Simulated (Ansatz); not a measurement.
A nudged elastic band was laid between two geometries of C₂H₄NO (8 atoms, charge -1, multiplicity 1).

Computed with RKS B3LYP-D4/6-31G in Ansatz.

| Property | Result |
| --- | --- |
| movable images | 7 |
| climbing image | yes |
| spring | 5.0 eV/Å² |
| optimiser | quadratic models (default) |
| start path | IDPP |
| force threshold | 0.05 eV/Å |
| iteration limit | 60 |
| end points | relaxed |

Image 0:

```xyz
8
Properties=species:S:1:pos:R:3
C 0.255 0.952 -0.439
O 0.438 -0.440 -0.653
C -0.317 -1.335 0.554
N -0.947 -0.894 1.501
H -0.267 1.443 -1.288
H 1.217 1.487 -0.298
H -0.357 1.100 0.473
H -0.022 -2.313 0.149
```

Image 8:

```xyz
8
Properties=species:S:1:pos:R:3
C 0.530 0.885 0.316
O 0.729 -0.510 0.144
C -0.673 -1.250 -0.422
N -1.736 -0.704 -0.666
H -0.511 1.140 0.031
H 1.216 1.490 -0.314
H 0.687 1.208 1.366
H -0.243 -2.259 -0.455
```

(1) What changes between the two ends?

(2) What energy profile does the band end with?

(3) What is the geometry of the highest image?

(4) What are the harmonic wavenumbers there?

Answers

(1) No bond is made or broken. The dihedral H6–C1–O2–C3 goes from 119 to -120°. The two ends are copies of one structure, up to a mirror image or an exchange of like atoms.

(2) The forces met the threshold. The highest image is number 4 of 0 to 8, 0.076 eV above the ends, which have the same energy within 2 meV. A vibrational analysis at the climbing image gives one clearly imaginary mode, 151i cm⁻¹: a first-order saddle point. Limits of this set-up: no polarisation functions, an anion without diffuse functions, the dipole of an ion depends on the origin.

```tsv
image	path coordinate (Å)	energy (eV)	dihedral H6–C1–O2–C3 (°)
0	0.00	0.000	119
1	0.37	0.013	135
2	0.74	0.044	151
3	1.11	0.069	167
4	1.48	0.076	-179
5	1.83	0.066	-164
6	2.18	0.041	-150
7	2.53	0.013	-135
8	2.87	0.000	-120
```

(3) 
```xyz
8
Properties=species:S:1:pos:R:3:forces:R:3
C 0.472 0.955 -0.066 0.00 0.01 0.00
O 0.745 -0.431 -0.248 0.00 0.00 0.01
C -0.595 -1.337 0.076 0.01 0.02 -0.04
N -1.693 -0.922 0.420 0.00 0.00 0.01
H -0.361 1.313 -0.701 0.00 0.00 0.00
H 1.379 1.531 -0.316 -0.01 -0.01 0.00
H 0.173 1.201 0.970 0.00 0.00 0.00
H -0.120 -2.310 -0.136 0.00 -0.01 0.01
```

(4) 151i, 236, 237, 387, 686, 823, 1016, 1152, 1166, 1299, 1466, 1500, 1548, 1831, 2923, 2947, 2950, 2995 cm⁻¹.

Time of the run: 5.7 min on 1 thread of Arm Neoverse N1 (shared host), peak memory 0.1 GiB.
